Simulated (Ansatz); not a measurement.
Input file:

```yaml
crystal:
  periodic: [false, false, false]
  atoms:
    - {symbol: B, position_ang: [0.000000, 0.000000, -0.122396]}
    - {symbol: Be, position_ang: [0.000000, 0.000000, -1.935209]}
    - {symbol: H, position_ang: [0.000000, 0.000000, 2.057604]}
basis:
  gaussian: {orbitals: cc-pVDZ}
magnetization: {spin_polarized: true, initial_magnetization: 2}
hamiltonian: {xc: {name: PBE}}
correlation: {method: rpa, electrons: outside_noble_gas}
```

```sh
$ ansatz run in.yaml --threads 1 --pin off --events-out ev --progress --plain --max-ram 2393MiB
```

Log:

```
307 factors; integrals over basis functions are off by at most 1.8e-3 eV
mean field evaluation 1: about -1079.4126 eV, gradient 1.8e1 eV
mean field evaluation 2: about -1079.4093 eV, gradient 1.8e1 eV
mean field evaluation 4: about -1082.4285 eV, gradient 5.9e0 eV
mean field evaluation 8: about -1083.6529 eV, gradient 1.7e0 eV
mean field evaluation 16: about -1083.6843 eV, gradient 9.0e-3 eV
mean field evaluation 32: about -1083.2607 eV, gradient 6.5e-4 eV
mean field evaluation 64: about -1083.2959 eV, gradient 4.8e0 eV
mean field evaluation 96: about -1083.6188 eV, gradient 5.7e-1 eV
mean field evaluation 128: about -1083.6610 eV, gradient 4.1e-1 eV
mean field evaluation 160: about -1083.2546 eV, gradient 3.7e-1 eV
mean field evaluation 192: about -1078.4652 eV, gradient 8.7e0 eV
mean field evaluation 224: about -1083.6843 eV, gradient 1.6e-6 eV
mean field -1083.68425774 eV, -39.8246619245 hartree, gradient 1.6e-6 eV, S^2 2.007338; 13 other end points of the search recorded, 0 dependent functions left out
2 core orbitals not correlated: weight in the atoms' cores, before any rotation towards them, 1.000 or more for the frozen orbitals, at most 0.000 for the correlated occupied ones
reference -1077.89871040 eV, -39.6120469810 hartree; 4, 2 occupied and 27, 29 virtual orbitals, 307 factors
Total energy: -1084.06860209 eV, -39.8387863186 hartree
```

Ran on 1 thread of Arm Neoverse V2, shared host: 4.9 s wall, 0.17 GiB peak host memory.
